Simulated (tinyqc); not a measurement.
RHF in the sto-3g basis, for H2O, spin multiplicity 1, step by step. One step of it, computed by the program tinyqc.

Problem. Orthogonalisation. S = U s U^T; canonical form X = U s^(-1/2), so that X^T S X = 1. Each column of U has its largest component positive (the first on a tie).

overlap S:
```
,1O 1s,1O 2s,1O 2px,1O 2py,1O 2pz,2H 1s,3H 1s
1O 1s,1.000000,0.236704,0.000000,0.000000,0.000000,0.037678,0.037678
1O 2s,0.236704,1.000000,0.000000,0.000000,0.000000,0.381469,0.381469
1O 2px,0.000000,0.000000,1.000000,0.000000,0.000000,0.000000,0.000000
1O 2py,0.000000,0.000000,0.000000,1.000000,0.000000,0.260177,-0.260177
1O 2pz,0.000000,0.000000,0.000000,0.000000,1.000000,0.215088,0.215088
2H 1s,0.037678,0.381469,0.000000,0.260177,0.215088,1.000000,0.188986
3H 1s,0.037678,0.381469,0.000000,-0.260177,0.215088,0.188986,1.000000
```

Give: eigenvalues of S; X.

Solution.

eigenvalues of S: 0.4391  0.5256  0.8833  1.0000  1.1039  1.2854  1.7626

X:
```
,1,2,3,4,5,6,7
1O 1s,-0.3478,0.0000,0.7303,0.0000,0.6184,0.0000,0.1744
1O 2s,1.0309,0.0000,-0.3026,0.0000,0.3187,0.0000,0.4394
1O 2px,0.0000,0.0000,0.0000,1.0000,0.0000,0.0000,0.0000
1O 2py,0.0000,0.8454,0.0000,0.0000,0.0000,0.6970,0.0000
1O 2pz,0.4985,0.0000,0.6649,0.0000,-0.6147,0.0000,0.2172
2H 1s,-0.6500,-0.7707,-0.1803,0.0000,-0.1485,0.3822,0.3851
3H 1s,-0.6500,0.7707,-0.1803,0.0000,-0.1485,-0.3822,0.3851
```
